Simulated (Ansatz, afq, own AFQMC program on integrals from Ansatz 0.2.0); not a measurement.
Where AFQMC and coupled cluster stand for CH₄, singlet

```xyz
5

C     0.0939    0.0931   -0.0935
H     0.7219    0.7232    0.5357
H    -2.0317   -2.0161    2.0232
H    -0.5327    0.7213   -0.7260
H     0.7240   -0.5383   -0.7191
```

Basis 6-31G. Noble-gas cores (and the filled d shells of Ga–Kr and In–Xe) are frozen. AFQMC by an in-house program on the Cholesky factors that Ansatz 0.2.0 writes for its CCSD(T) run. ph-AFQMC/CISD is guided by a CISD state made of CCSD amplitudes; releasing the constraint for a short imaginary time cuts its bias at the price of noise, slowly where states lie close. Uncertainties: one standard error, sampling alone.

Determinant: UHF, the one that the program's search chose, which needn't be the lowest solution. The geometry is a point of a scan.

Full CI on the same integrals is exact in this basis and with this determinant's frozen core.

Cautions: unrestricted determinant spin contaminated (⟨S²⟩ 1.01 against 0.00); the CCSDTQ amplitudes may be one of several solutions (largest double 0.84); the ph-AFQMC/CISD walk drifts between its halves (2.2 errors); the next higher spin lies close (full CI puts it 24 meV above).

The T1 diagnostic is 0.0056 and the weight of the determinant in the CISD state is 0.954. The ⟨S²⟩ of the determinant is 1.006 and the size of the correlated space is 8 electrons in 16 orbitals.

```csv
level,correlation energy (eV)
MP2,-2.0665
CCSD,-2.5603
CCSD(T),-2.5904
```

(1) Estimate where full CI lies against CCSD(T) on the same integrals.

(1) 0.72 mEh below CCSD(T).

Reference: full CI, correlation energy -2.610 eV. The released energy is read at 2.40 1/Eh (meV from the phaseless value at times in 1/Eh: -0.7 ± 1.1 at 0.24, -1.0 ± 0.9 at 0.51, -1.2 ± 0.6 at 0.99, 0.2 ± 0.9 at 1.62, 0.9 ± 0.9 at 2.40). The cautions show a poor starting determinant, so the rows tell how each method copes with it here, and full CI is the sure value.

```csv
level,E − E(reference) (mEh),share of correlation (%)
CCSD(T),0.72,99.25
CCSDT,0.30,99.69
CCSDT(Q),0.12,99.87
CCSDTQ,0.03,99.97
ph-AFQMC/CISD,0.01 ± 0.04,99.98
released AFQMC,0.05 ± 0.03,99.95
```

CCSDT and higher add their correlation energy to the determinant of the CCSD(T) run, since their own runs factorise the integrals more tightly (a shift of under 2 meV). A walk keeps the symmetry of its determinant, which the program's search chose and which needn't be the lowest solution, so a lower state of the same spin and another symmetry isn't excluded. Released energies are given only where the last usable release times agree within the noise; a slower fall can still hide under it.
